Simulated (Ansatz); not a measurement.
Results of PBEsol-D3(BJ) (plane waves, PAW; Ansatz, a program for electronic structure) for hcp Zr.

Run with plane-wave cutoff 520 eV, 18×18×12 k mesh (along the axes of the cell as run), Fermi–Dirac smearing 0.05 eV, scalar-relativistic PAW data made under PBE.

Equation-of-state points:

```csv
V (Å³/atom),E − E_lowest (meV/atom)
20.616,11.58
21.046,2.82
21.475,0.00
21.905,2.68
22.334,10.47
```

Estimate the bulk modulus and its pressure derivative from these points.

V0 = 21.475 Å³/atom, B0 = 103 GPa, B′ = 2.8 (fit to the energies at full precision).

Shape and atoms are relaxed at each volume.

Measured, for comparison: bulk modulus 95.9 GPa (zero-point energy and finite temperature contributions removed, our sources range from 84.3 to 95.9; as tabulated in doi:10.1021/acs.jctc.3c00612). Computed (rounded) less measured: bulk modulus not scored (sources differ).

Note: the bulk modulus comes from volumes at which shape and atoms were relaxed.

Computed values are for the static lattice.

It cost very roughly 2.0 core-minutes of CPU time.
